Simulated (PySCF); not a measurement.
**Solvent effects on NMR parameters**

Molfile (atoms numbered from 1):
```
C2H4O2
     RDKit          3D

  8  7  0  0  0  0  0  0  0  0999 V2000
   -1.0071   -0.1570    0.1011 C   0  0  0  0  0  0  0  0  0  0  0  0
    0.3022   -0.6608    0.3205 O   0  0  0  0  0  0  0  0  0  0  0  0
    1.2993    0.1175   -0.0895 C   0  0  0  0  0  0  0  0  0  0  0  0
    1.1773    1.1861   -0.6151 O   0  0  0  0  0  0  0  0  0  0  0  0
   -1.1525    0.1105   -0.9556 H   0  0  0  0  0  0  0  0  0  0  0  0
   -1.6988   -0.9555    0.3924 H   0  0  0  0  0  0  0  0  0  0  0  0
   -1.1867    0.7396    0.7133 H   0  0  0  0  0  0  0  0  0  0  0  0
    2.2662   -0.3804    0.1328 H   0  0  0  0  0  0  0  0  0  0  0  0
  1  2  1  0
  2  3  1  0
  3  4  2  0
  1  5  1  0
  1  6  1  0
  1  7  1  0
  3  8  1  0
M  END
```

GIAO PBE0/pcSseg-1 in PySCF 2.14 on one PBE0-D3(BJ)/def2-SVP conformer, non-relativistic, equivalent nuclei averaged. Solvents enter as an IEF-PCM continuum (chloroform with ε = 4.7, methanol with ε = 32.6) around the gas-phase geometry. Shifts are referred to TMS computed in the same medium.

Gas phase, δ in ppm: C3 164.8, C1 51.2, H8 7.79, H5/H6/H7 3.68. Dipole moment 1.92 D.

Q: How does each δ change in the continuum?

A: 
| atoms | environment | Δδ, chloroform | Δδ, methanol |
| --- | --- | --- | --- |
| C3 | ester carbonyl carbon | +1.9 | +3.2 |
| C1 | methyl carbon bonded to O | -2.9 | -2.5 |
| H8 | hydrogen on an ester carbonyl carbon | +0.10 | +0.14 |
| H5/H6/H7 | hydrogen on a methyl carbon bonded to O | +0.30 | +0.32 |

Changes are relative to the gas phase. The dipole moment becomes 2.30 D in chloroform, 2.42 D in methanol.

Q: Which of the listed nuclei move most (in ppm), and what does the model miss? (N and O are left out, as their reference compounds move with the solvent too.)

A: C3 (ester carbonyl carbon, +3.2 ppm) in methanol. A continuum only polarises the solute; specific hydrogen bonds, the anisotropy of aromatic solvents and changes of geometry or conformer are outside it.
